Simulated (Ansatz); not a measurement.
Wavefunction ladder for `CC1=C=NC=N1`

```xyz
10

C    -0.7764   -0.3959   -1.4704
C     0.0097   -0.0918   -0.2654
C     1.2601   -0.1063    0.1937
N     1.8174    0.1958    1.3010
C     0.6015    0.5363    1.8112
N    -0.4362    0.3865    0.9566
H    -0.1271   -0.7570   -2.2669
H    -1.2973    0.4965   -1.8235
H    -1.5245   -1.1621   -1.2567
H     0.4729    0.8980    2.8204
```

The species carries charge 0 and has multiplicity 1. The geometry is a stationary point of PBE0-D4/def2-TZVP. Frozen core, restricted reference, Ansatz 0.2.0. CBS rows extrapolate triple and quadruple zeta; past MP2 they add the triple-zeta difference.

```
     basis     HF (Eh)  MP2 corr.
  def2-SVP  -262.31864   -0.85258
def2-TZVPP  -262.61990   -1.03437
def2-QZVPP  -262.63147   -1.10148
```

Q: Estimate the CCSD correlation energy and the (T) correction in each basis where they were run (hartree).

A: 
```tsv
basis	CCSD corr.	(T)
def2-SVP	-0.87616	-0.04275
def2-TZVPP	-1.04172	-0.06024
CBS(def2)	-1.15853	as TZ
```
